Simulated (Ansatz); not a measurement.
**AlH (triplet): B2PLYP, RPA-PBE over a scan of the distance Al1–H2, cc-pVQZ**

How well do these functionals follow the top wave-function level for AlH (triplet) over a scan of the distance Al1–H2?

Method: cc-pVQZ, all electrons in the functionals, frozen cores in the correlation of double hybrids and RPA; program: Ansatz 0.2.0, Gaussian basis.

To be run: B2PLYP, RPA-PBE, at 1.289 Å; 1.455 Å; 1.605 Å; 1.763 Å; 1.946 Å; 2.165 Å; 2.567 Å; 3.029 Å; 3.574 Å; 4.227 Å; 5.575 Å.

17 further runs of the same task are left out: 4 for a known fault of the program, 10 that didn't finish, 3 set aside as unsound or not needed.

## Step 1: The geometry

The geometry derives from a PBE0/def2-TZVP stationary point (not a proven minimum). One bond is set to the value named and the two fragments are kept rigid.

2 atoms, charge 0, spin multiplicity 3.

Atoms are counted from 1 here; the program's logs count them from 0.

Bond lengths: Al1–H2 1.605 Å.

Geometry (Å):

```xyz
2
AlH
Al    0.0000    0.0000    0.0000
H     0.0000    0.0000    1.6045
```

No dispersion term is added.

The geometry shown and the zero of energy belong to the point 1.605 Å. The yardstick, FCI, and other wave-function levels (R restricted, U unrestricted, valence and pair active spaces) come from earlier runs.

## Step 2: B2PLYP, 1.289 Å

in.yaml reads:

```yaml
crystal:
  periodic: [false, false, false]
  atoms:
    - {symbol: Al, position_ang: [0.000000, 0.000000, 0.000000]}
    - {symbol: H, position_ang: [0.000000, 0.000000, 1.289000]}
basis:
  gaussian: {orbitals: cc-pVQZ}
magnetization: {spin_polarized: true, initial_magnetization: 2}
hamiltonian: {xc: {name: B2PLYP}}
correlation: {electrons: outside_noble_gas}
```

On the command line:

```bash
$ ansatz run in.yaml --threads 1 --pin off --events-out ev --progress --plain --max-ram 2393MiB
```

Further steps of the session: B2PLYP, 1.455 Å; B2PLYP, 1.605 Å; B2PLYP, 1.763 Å; B2PLYP, 1.946 Å; B2PLYP, 2.165 Å; B2PLYP, 2.567 Å; B2PLYP, 3.029 Å; B2PLYP, 3.574 Å; B2PLYP, 4.227 Å; B2PLYP, 5.575 Å; RPA-PBE, 1.289 Å; RPA-PBE, 1.455 Å; RPA-PBE, 1.605 Å; RPA-PBE, 1.763 Å; RPA-PBE, 1.946 Å; RPA-PBE, 2.165 Å; RPA-PBE, 2.567 Å; RPA-PBE, 3.029 Å; RPA-PBE, 3.574 Å; RPA-PBE, 4.227 Å; RPA-PBE, 5.575 Å.

Q: Predict the results of all the runs planned. Wanted: span of the FCI curve; largest miss, B2PLYP; largest miss, RPA-PBE.

As calculated:

```
             quantity                value
span of the FCI curve             1.295 eV
 largest miss, B2PLYP  -0.042 eV (5.575 Å)
largest miss, RPA-PBE  -0.050 eV (5.575 Å)
```

**Reading.** Of the functionals, B2PLYP keep the smallest largest miss at the points compared (at most 0.042 eV) and RPA-PBE strays most (0.050 eV, at 5.575 Å). Functionals and the yardstick converge differently with the basis, so part of each miss in cc-pVQZ is the basis.
